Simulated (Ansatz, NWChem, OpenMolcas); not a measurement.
## How basis sets differ on BNH3 (SMILES B[NH])

The species is BNH3 (5 atoms), meant as a doublet with charge 0. SMILES: `B[NH]`. The coordinates come from a PBE0-D4/def2-TZVP relaxation.

Quantity: the electronic atomisation energy, in eV. The values are calculated. Electronic energies at fixed atoms, without zero-point motion or spin-orbit coupling.

| level | kind | program | value (eV) | CPU time (all runs) |
| --- | --- | --- | --- | --- |
| U-r2SCAN/MINI | meta-GGA | NWChem | 12.17 | 5.7 s |
| U-r2SCAN/jorge-TZP | meta-GGA | NWChem | 16.79 | 39 s |
| U-r2SCAN/STO-3G | meta-GGA | Ansatz | 19.97 | 5.1 s |
| U-r2SCAN/SBKJC-VDZ (core potential) | meta-GGA | NWChem | 15.42 | 6.6 s |
| U-r2SCAN/LANL2DZ | meta-GGA | NWChem | 16.17 | 8.4 s |
| U-r2SCAN/DGauss-DZVP | meta-GGA | NWChem | 16.51 | 9.3 s |
| U-r2SCAN/jorge-DZP | meta-GGA | NWChem | 16.38 | 12 s |
| U-r2SCAN/def2-TZVPP | meta-GGA | OpenMolcas | 16.78 | 66 s |

The values span 12.17 to 19.97 eV. Without the sets that lack polarisation functions the rows with a basis span only 16.38 to 16.79 eV. Times are those of the runs behind each value, whatever else they computed, on shared processors of several kinds: orders of magnitude only.
